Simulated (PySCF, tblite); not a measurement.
# phosphorus trifluoride and dimethyl sulfide

A gas-phase complex of phosphorus trifluoride and dimethyl sulfide; neutral, singlet. The structure comes from a short search (6 tight-binding starts) and was relaxed by PBE0-D3(BJ)/def2-SVPD; another way of binding may lie lower. No frequency run checks that it is a minimum.

Parts: 1 = phosphorus trifluoride (FP(F)F), atoms 1–4; 2 = dimethyl sulfide (CSC), atoms 5–13.

```xyz
13

F    -0.785   -0.122   -1.478
P    -0.854   -0.761    0.010
F     0.735   -0.813    0.280
F    -1.077    0.660    0.760
C    -1.639   -3.133   -2.638
S    -0.157   -3.245   -1.616
C     1.045   -2.492   -2.729
H    -2.484   -3.472   -2.026
H    -1.558   -3.778   -3.524
H    -1.816   -2.094   -2.948
H     1.163   -3.090   -3.642
H     2.003   -2.459   -2.195
H     0.745   -1.467   -2.985
```
(Å; atoms numbered from 1)

```json
{"contact": "F4–P2···S6", "kind (by geometry)": "pnictogen bond", "distance (Å)": "3.049", "angle (°)": "172"}
```

Interaction energies are complex less parts, with the parts frozen as they stand in it; counterpoise-corrected, in kcal/mol (PySCF).

(1) How strongly do the parts interact, level by level?

(2) What holds them together? Decompose the wB97M-D3(BJ)/def2-SVPD energy: frozen parts, their antisymmetrised product, then relaxation.

The orbital term holds the superposition error of 1.8 kcal/mol.

The parts were also relaxed and run alone, at the levels used for the complex: shieldings by PBE0/pcSseg-1; core levels by delta-SCF with SCAN, pcX-2 on the ionised atom and pcseg-1 elsewhere, spin-free X2C (2p3/2 is the spin-free 2p value less a third of a first-order spin-orbit splitting).

(3) What does binding change?

## Answers

(1) 
```
                 level  interaction  superposition error removed
wB97M-D3(BJ)/def2-SVPD        -5.00                        -1.81
 PBE0-D3(BJ)/def2-SVPD        -6.28                        -1.89
```

(2) electrostatic -15.0, Pauli repulsion +19.6, orbital relaxation -8.7, dispersion correction -2.7 kcal/mol, which sum to the value before the counterpoise correction; the Pauli term holds the exchange-correlation of the frozen density too. Of the attraction, 57 % is electrostatic, 33 % is orbital relaxation, 10 % is dispersion correction.

(3) 
```json
{"property": "F4–P2 bond (Å)", "alone": "1.608", "in the complex": "1.623", "change": "+0.015"}
{"property": "shielding of P2 (ppm)", "alone": "169.2", "in the complex": "187.6", "change": "+18.4"}
{"property": "shielding of S6 (ppm)", "alone": "594.8", "in the complex": "580.3", "change": "-14.5"}
{"property": "shielding of F4 (ppm)", "alone": "197.0", "in the complex": "198.0", "change": "+0.9"}
{"property": "F1 1s core level (eV)", "alone": "693.80", "in the complex": "692.95", "change": "-0.85"}
{"property": "P2 2p3/2 core level (eV)", "alone": "141.84", "in the complex": "140.48", "change": "-1.36"}
{"property": "S6 2p3/2 core level (eV)", "alone": "169.14", "in the complex": "169.49", "change": "+0.35"}
```
